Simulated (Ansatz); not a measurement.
A calculation on 1T (CdI2-type) ZrSe2 returned lattice constant a 3.751 Å, lattice parameter c 6.125 Å, formation enthalpy -1.351 eV/atom.

For reference: lattice constant a 3.77 Å (measured, temperature not stated, no zero-point or thermal correction; as tabulated in Björkman (2014), arXiv:1406.2436); lattice parameter c 6.122 Å (measured, temperature not stated, zero-point anharmonic expansion removed (computed with revB86b-DF2); no thermal correction; as tabulated in Björkman (2014), arXiv:1406.2436).

Question: Which level of theory produced these numbers?
A) rVV10 (Ansatz (a first-principles code))
B) PBE-D3(BJ) (Ansatz)
C) PBE-D4 (Ansatz)
D) PBE0 (Ansatz)

Answer: C, PBE-D4 (Ansatz)

The others give: PBE0 3.792 Å, 6.752 Å, -1.564 eV/atom; PBE-D3(BJ) 3.735 Å, 6.032 Å, -1.344 eV/atom; rVV10 3.820 Å, 6.174 Å, -1.316 eV/atom.

Unless a cell is named, each level is at its own relaxed cell (PBE-D3(BJ) 24.29, PBE-D4 24.88, PBE0 28.03, rVV10 26.01 Å³/atom).

Caveats: the cell comes from a level without a dispersion term, which matters for the spacing of layers, chains or molecules (PBE0). Ansatz's density-functional and Hartree–Fock values are scalar-relativistic unless marked +SOC, with PAW data made under PBE.
